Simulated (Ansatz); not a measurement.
K2Cd3S4 (Pnma, No. 62; cell taken from a computed entry) was calculated with PBEsol in Ansatz (PAW).

Settings: plane-wave cutoff 520 eV, 4×4×6 k mesh (along the axes of the cell as run), Fermi–Dirac smearing 0.01 eV, scalar-relativistic PAW data made under PBE.

Cell (relaxed with PBEsol):

Cd3K2S4 is taken in the orthorhombic space group Pnma (No. 62), Pearson symbol oP36. Cell: a = 13.7450 Å, b = 10.1502 Å, c = 6.6214 Å, α = β = γ = 90.00°. K1 on 4c is coordinated by 6 S at 3.269–3.338 Å and 1 S at 3.977 Å. K2 on 4a sees 6 S at 3.128–3.347 Å (octahedral). Cd1 on 8d sees 4 S at 2.487–2.651 Å. Cd2 on 4c is surrounded by 4 S at 2.477–2.625 Å. S1 on 8d sees 3 Cd at 2.487–2.625 Å and 3 K at 3.128–3.308 Å. S2 on 4c has 3 Cd at 2.540–2.651 Å and 3 K at 3.239–3.313 Å and 1 K at 3.977 Å. S3 on 4c sees 3 Cd at 2.477–2.568 Å and 3 K at 3.338–3.347 Å. (Neighbours: up to the widest gap in distance over summed covalent radii, below 1.35, at either atom; cation-cation and far metal-metal contacts left out.)

Give the computed band gap.


- band gap = 1.80 eV

Spin–orbit coupling is not included.

Computed values are for the static lattice.

It cost roughly 13 core-minutes of CPU time.

Ansatz is a first-principles code.
